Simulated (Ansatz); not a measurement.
One change: `OC=C(F)F` becomes `FCC=C(F)F`.

Ansatz, PBE0-D4/def2-TZVP geometries, multiplicity 1. Each molecule was computed in one conformer, which needn't be the lowest.

```json
{"property": "HOMO energy (PBE0/def2-TZVPP) / eV", "`OC=C(F)F`": "-6.83"}
{"property": "HOMO energy (PBE/def2-TZVPP) / eV", "`OC=C(F)F`": "-5.45"}
{"property": "HOMO–LUMO gap (ωB97M-V/def2-TZVPP) / eV", "`OC=C(F)F`": "11.25"}
{"property": "LUMO energy (PBE0/def2-TZVPP) / eV", "`OC=C(F)F`": "0.64"}
{"property": "size of the dipole moment (PBE/def2-TZVPP) / D", "`OC=C(F)F`": "2.40"}
{"property": "HOMO energy (ωB97M-V/def2-TZVPP) / eV", "`OC=C(F)F`": "-9.10"}
```

Q: What does the change do to each property? (Estimate.)

A: Ansatz gave: 
```json
{"property": "HOMO energy (PBE0/def2-TZVPP) / eV", "`FCC=C(F)F`": "-7.96", "shift": "-1.13"}
{"property": "HOMO energy (PBE/def2-TZVPP) / eV", "`FCC=C(F)F`": "-6.64", "shift": "-1.19"}
{"property": "HOMO–LUMO gap (ωB97M-V/def2-TZVPP) / eV", "`FCC=C(F)F`": "12.43", "shift": "1.18"}
{"property": "LUMO energy (PBE0/def2-TZVPP) / eV", "`FCC=C(F)F`": "0.01", "shift": "-0.63"}
{"property": "size of the dipole moment (PBE/def2-TZVPP) / D", "`FCC=C(F)F`": "1.44", "shift": "-0.96"}
{"property": "HOMO energy (ωB97M-V/def2-TZVPP) / eV", "`FCC=C(F)F`": "-10.22", "shift": "-1.12"}
```

With PBE0 the HOMO falls by 1.13 eV and the LUMO falls by 0.63 eV, so the gap widens by about 0.50 eV. PBE moves the HOMO by -1.19 eV and ωB97M-V by -1.12 eV. The zero-point energy changes by 44.5 kJ/mol with +6 modes. Dipoles are sizes alone; their direction can turn.
